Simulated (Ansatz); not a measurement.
Geometry optimisation, RKS PBE-D4/6-31G* in Ansatz.

Input file:

```yaml
crystal:
  periodic: [false, false, false]
  atoms:
    - { symbol: Si, position_ang: [0.0, 0.0, 0.0] }
    - { symbol: H, position_ang: [0.0, 0.0, 1.81] }
    - { symbol: C, position_ang: [1.7634, 0.0, -0.6227] }
    - { symbol: H, position_ang: [2.1111, -1.0463, -0.7509] }
    - { symbol: H, position_ang: [1.8119, 0.5276, -1.5981] }
    - { symbol: H, position_ang: [2.4154, 0.5187, 0.1108] }
    - { symbol: H, position_ang: [-0.6877, 1.1914, -0.4862] }
    - { symbol: H, position_ang: [-0.6877, -1.1914, -0.4862] }
    - { symbol: Cl, position_ang: [-2.306, 0.0, 0.7662] }
    - { symbol: H, position_ang: [-0.9541, 0.0, 1.8716] }
basis:
  gaussian: { orbitals: "6-31G*" }
hamiltonian:
  xc: pbe
  dispersion: d4
relax:
  f_tol: 0.15
  max_steps: 25
  restrain:
    - { distance: [0, 8], at: 2.13, k: 30.0 }
    - { distance: [9, 1], at: 0.66, k: 30.0 }
    - { distance: [0, 1], at: 2.66, k: 30.0 }
    - { distance: [9, 8], at: 2.57, k: 30.0 }
output:
  orbitals: {}
```

Command:

```bash
$ ansatz run input.yaml --threads 1 --pin off --max-ram 2048MiB --backend cpu --events-out ev --progress --plain --runs-dir out
```

Q: Where does it end, and by what steps?

A: It converged. The restraints hold the end off the free minimum. After 17 steps the energy has fallen by 3.229 eV (the restraints' own energy left out); H8 moved furthest, 1.60 Å. Joined: H2–H10 (0.96 → 0.71 Å).

```csv
step,energy less start (eV),largest force component (eV/Å),accepted
0,0.0000,2.108,yes
1,-0.0285,1.770,yes
2,-0.2471,3.852,yes
3,-0.9248,3.385,yes
4,-1.5477,2.207,yes
5,-2.0814,0.582,yes
6,-2.4778,0.587,yes
7,-2.7531,1.208,yes
8,-2.8959,1.020,yes
9,-2.9745,1.249,yes
10,-3.0062,1.428,yes
11,-3.0425,1.184,yes
12,-3.0656,1.115,yes
13,-3.1136,0.773,yes
14,-3.1603,0.916,yes
15,-3.2033,1.035,yes
16,-3.2460,0.597,yes
17,-3.2289,1.236,yes
```

```xyz
10
Properties=species:S:1:pos:R:3
Si -0.375 -0.016 -0.551
H 0.136 1.169 1.787
C 1.464 -0.350 -0.352
H 1.665 -1.431 -0.275
H 1.978 0.023 -1.255
H 1.901 0.146 0.528
H -0.739 1.420 -0.343
H -0.856 -0.454 -1.901
Cl -1.453 -1.192 0.841
H -0.254 0.686 2.135
```

Run time: 47 s on 1 thread of Arm Neoverse V1 (shared host), peak memory 0.13 GiB.
